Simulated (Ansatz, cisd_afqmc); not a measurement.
System: CH3O2, charge 1, singlet. CH3O2+ (SMILES O=C[OH2+]).
B3LYP-D3(BJ)/def2-TZVP minimum from Ansatz (an electronic-structure program):
```
O
H 1 0.9757
H 1 0.9767 2 111.71
C 1 1.6993 2 121.90 3 141.92
O 4 1.1347 1 115.09 2 -152.58
H 4 1.0879 5 142.66 1 176.53
```
Charge +1, spin multiplicity 1.

Total energies in cc-pVDZ, 18 correlated electrons, 3 frozen orbitals. Radicals and triplets start from unrestricted determinants; spin-orbit coupling is neglected. Correlated methods leave the cores frozen. No relativity. AFQMC is phaseless with a CISD trial state; ± is one standard error, without the phaseless bias. Outlying blocks are dropped, and bars are widened where a walk drifts. Over all cases where full CI ran beside it in this data, AFQMC minus full CI had a median of +0.1 mEh and passed +0.4 mEh in a tenth of the cases.

| method | program | energy (Eh) | minus CCSDT(Q) (mEh) |
|---|---|---|---|
| HF | Ansatz | -189.04185 | 538.88 |
| MP2 | Ansatz | -189.54974 | 30.99 |
| CCSD | Ansatz | -189.56232 | 18.41 |
| CCSD(T) | Ansatz | -189.57839 | 2.35 |
| CCSDT(Q) | Ansatz | -189.58073 | 0.00 |
| AFQMC/CISD | cisd_afqmc | -189.5807 ± 0.0004 | 0.0 ± 0.4 |

Rough core times of Ansatz's runs on a shared machine: CCSD(T) under 20 s, CCSDT(Q) 80 s.
